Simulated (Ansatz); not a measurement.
**Cobalt, hcp under revPBE: ground state and equation of state**

Aim: take cobalt in the hcp structure, relax it, solve it on a dense k-mesh, switch on spin-orbit coupling, then scale the cell to 7 volumes from 88 to 112 % of the relaxed one and try a fit of the equation of state. The start is ferromagnetic. The k-meshes are 14×14×8 for the relaxation; 23×23×13 for the dense run; 14×14×8 for spin-orbit coupling; 23×23×13 for the volumes. The starting cell is the deposited one, from the Crystallography Open Database.

Method: DFT revPBE, plane waves (420 eV) with PAW, scalar-relativistic; PBE-made PAW files, in Ansatz 0.2.0.

## Step 1: The starting structure

It takes space group P6_3/mmc (No. 194, hexagonal). Conventional cell: a = 2.507 Å, b = 2.507 Å, c = 4.069 Å, α = 90.00°, β = 90.00°, γ = 120.00°. Co (site symmetry -6m2) has 12 Co at 2.50 to 2.51 Å as nearest neighbours.

Coordinates:

```
CELL_PARAMETERS angstrom
2.50710 0.00000 0.00000
-1.25355 2.17121 0.00000
0.00000 0.00000 4.06860
ATOMIC_POSITIONS crystal
Co 0.33333 0.66667 0.25000
Co 0.66667 0.33333 0.75000
```

The atoms start with moments of +1.7 ×2 μB.

## Step 2: Relaxing cell and atoms

Input file input.yaml:

```yaml
crystal:
  lattice:
    - [2.5070990085, 0.0, 0.0]
    - [-1.2535495042, 2.1712114311, 0.0]
    - [0.0, 0.0, 4.0686]
  atoms:
    - { symbol: Co, position: [0.3333333333, 0.6666666667, 0.25], spin: 1.7 }
    - { symbol: Co, position: [0.6666666667, 0.3333333333, 0.75], spin: 1.7 }
hamiltonian:
  xc: revpbe
  pseudopotentials:
    kind: paw
    azcp:
      Co: "pseudopotentials/Co.paw.azcp"
basis:
  ecutwfc: 420
  fft_grid_basis: typed
kpoints:
  mp_grid: { grid: [14, 14, 8], shift: [0, 0, 0] }
magnetization:
  spin_polarized: true
scf:
  occupations: { method: fermi_dirac, width: 0.05 }
relax:
  max_steps: 60
  f_tol: 0.01
  cell: {}
```

Further steps of the session: Single point on a dense mesh; Spin-orbit coupling switched on; At 88 % of the relaxed volume; At 92 % of the relaxed volume; At 96 % of the relaxed volume; At 100 % of the relaxed volume; At 104 % of the relaxed volume; At 108 % of the relaxed volume; At 112 % of the relaxed volume.

**Question.** What will these runs give? Wanted: space group; conventional cell; volume; shortest distance; gap on the mesh; magnetic state; magnetic state with spin-orbit coupling; V₀, B₀, B₀′.

The runs gave:

| quantity | value |
| --- | --- |
| space group (spins left aside) | P6_3/mmc (No. 194) |
| conventional cell | a = 2.512 Å, c = 4.056 Å (c/a = 1.615) |
| volume | 11.085 Å³/atom |
| shortest distance | 2.493 Å |
| against the deposited volume | +0.1 % (11.074 Å³/atom) |
| gap on the mesh | none (levels filled in part) |
| magnetic state | ferromagnetic, up to 1.71 μB per atom |
| magnetic state with spin-orbit coupling | ferromagnetic, up to 1.65 μB per atom |
| V₀, B₀, B₀′ | 11.070 Å³/atom, 198 GPa, 5.1 |

**Reading.** The relaxed volume lies 0.1 % above the deposited cell. Zero-point motion and thermal expansion are left out, so the match is not as exact as it looks. The final state is ferromagnetic (largest moment 1.71 μB). Levels at the Fermi energy are filled in part, as in a metal. The largest spin moment is 1.65 μB in the spin-orbit run and 1.71 μB without; mesh and site projection of the two kinds of run can differ, so the change can't be laid on spin-orbit coupling. Totals with and without spin-orbit coupling (-0.25 eV/atom apart) can't be read as binding, since the two-component data shift the zero of energy. B₀ comes out at 198 GPa; letting shape and positions relax at each volume could only lower it.
